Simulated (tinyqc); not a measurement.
Inside a calculation. Method: Pariser-Parr-Pople SCF with singles CI, for the molecule C1=CC=C1 (SMILES; centres numbered as the heavy atoms are written). One step of it, computed by the program tinyqc.

Question. Iteration 1: Fock matrix. F_rr = H_rr + P_rr gamma_rr / 2 + sum_(s != r) P_ss gamma_rs; F_rs = H_rs - P_rs gamma_rs / 2; E = tr P (H + F) / 2 + core repulsion sum_(r<s) z_r z_s gamma_rs.

P at the start:
```
,1C,2C,3C,4C
1C,0.611168,0.185660,0.388832,0.814340
2C,0.185660,1.388832,0.814340,-0.388832
3C,0.388832,0.814340,0.611168,0.185660
4C,0.814340,-0.388832,0.185660,1.388832
```

core matrix H (eV):
```
,1C,2C,3C,4C
1C,-33.536897,-2.610000,0.000000,-2.610000
2C,-2.610000,-33.536897,-2.610000,0.000000
3C,0.000000,-2.610000,-33.536897,-2.610000
4C,-2.610000,0.000000,-2.610000,-33.536897
```

repulsion gamma_rs (eV):
```
,1C,2C,3C,4C
1C,12.310000,7.892712,6.261473,7.892712
2C,7.892712,12.310000,7.892712,6.261473
3C,6.261473,7.892712,12.310000,7.892712
4C,7.892712,6.261473,7.892712,12.310000
```

Centres (angstrom, eV; a flat drawing with bonds scaled to 1.40 angstrom):
```
centre,x,y,core charge z,W,gamma_rr
1C,0.990000,0.000000,1,11.490000,12.310000
2C,0.000000,0.990000,1,11.490000,12.310000
3C,-0.990000,0.000000,1,11.490000,12.310000
4C,0.000000,-0.990000,1,11.490000,12.310000
```

Give: F; pi energy.

Answer.

F (eV):
```
,1C,2C,3C,4C
1C,-4.0250,-3.3427,-1.2173,-5.8237
2C,-3.3427,-6.6450,-5.8237,1.2173
3C,-1.2173,-5.8237,-4.0250,-3.3427
4C,-5.8237,1.2173,-3.3427,-6.6450
```

pi energy = -51.5615 eV
